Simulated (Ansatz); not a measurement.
```yaml
crystal:
  periodic: [false, false, false]
  atoms:
    - {symbol: C, position_ang: [-1.192206, -0.809173, -0.353195]}
    - {symbol: C, position_ang: [0.037450, -0.146148, 0.097157]}
    - {symbol: C, position_ang: [1.007282, 0.004915, 0.953891]}
    - {symbol: C, position_ang: [0.991182, 0.926134, -0.174037]}
    - {symbol: F, position_ang: [0.583823, 2.241033, 0.043066]}
    - {symbol: H, position_ang: [-2.006090, -0.081539, -0.407082]}
    - {symbol: H, position_ang: [-1.059356, -1.215137, -1.359687]}
    - {symbol: H, position_ang: [-1.485459, -1.615728, 0.319940]}
    - {symbol: H, position_ang: [1.492901, -0.287549, 1.870524]}
    - {symbol: H, position_ang: [1.713674, 0.931892, -0.987678]}
basis:
  gaussian: {orbitals: cc-pVTZ-DK, nuclear_model: gaussian}
hamiltonian: {xc: {name: HF}}
correlation: {method: mp2, frozen_orbitals: {C: 0}}
output: {forces: true}
```

```sh
$ ansatz run in.yaml --threads 2 --pin off --events-out ev --progress --plain --max-ram 4352MiB
```

Output, abridged:

```
Functional definition: HF
Error: "frozen_orbitals" has no count for F
```

In this input frozen orbitals are typed for one element alone, and the program wants a count for each. The program refused the input.
